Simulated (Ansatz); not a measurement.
Two shapes of doublet CH₃O.

Shape 1:

```xyz
5

C     0.0811   -0.0141   -0.6705
O     0.0237   -0.0937    0.6556
H    -0.0319    0.8123    1.0183
H     0.0846   -1.0133   -1.1106
H    -0.4309    0.8418   -1.2370
```

Shape 2:

```xyz
5

C     0.0420   -0.0433   -0.7312
O     0.0237   -0.0517    0.7296
H    -0.0405    0.9259    1.0771
H     0.0454   -1.1182   -1.2151
H    -0.4466    0.8651   -1.3110
```

Basis set: 6-31G* (spherical functions). Left uncorrelated: 2 orbitals. Charge 0, multiplicity 2.

Computed with Ansatz (development build ahead of 0.2.0); each method stands on the lowest determinant of its kind that the runs found.

(1) Which shape is lower in energy, and by how much in each method?

Results:

(1)

```
 method  E(2) − E(1) (eV)
    UHF             0.655
UHF-MP2             0.449
```

Shape 1 is lower.
